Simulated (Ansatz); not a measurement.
A made-up structure of C$_{2}$HO, doublet:

| atom | x (Å) | y (Å) | z (Å) |
| --- | --- | --- | --- |
| C1 | 0.4454 | -1.5066 | 0.7381 |
| C2 | 0.1258 | -0.4892 | 0.2643 |
| O3 | -0.3562 | 0.6474 | -0.1017 |
| H4 | -0.2285 | 1.2816 | -0.8245 |

It is relaxed with PBE-D4/def2-SVP and then PBE0-D4/def2-TZVP (Ansatz 0.2.0). Atoms count as bonded within 1.22 times the sum of their covalent radii (H–H: 0.88 Å). The end point is not checked to be a true minimum.

Question: Does its bonding change? (Judge from chemistry; the calculation decides.)

Answer: The calculation gives: No: no bond forms or breaks.

Where it ends: The first stage lowers the energy by 1.02 eV in 6 steps. It ends as C₂HO ([C][C][OH]):
```json
{"atom": "C1", "x (Å)": "0.4927", "y (Å)": "-1.5315", "z (Å)": "0.6345"}
{"atom": "C2", "x (Å)": "0.0789", "y (Å)": "-0.3665", "z (Å)": "0.3017"}
{"atom": "O3", "x (Å)": "-0.4654", "y (Å)": "0.7458", "z (Å)": "-0.0093"}
{"atom": "H4", "x (Å)": "-0.1197", "y (Å)": "1.0855", "z (Å)": "-0.8507"}
```

Labels in which every atom is bracketed show which atoms are joined, not bond orders.

For scale, one of the runs: PBE0-D4/def2-TZVP relaxation, 99 basis functions, launched by `ansatz run in.yaml --threads 2 --pin off --events-out ev --progress --plain --max-ram 4352MiB`. Hardware: 2 CPU threads of an Arm Neoverse V1, shared host. Wall time about 29 s.
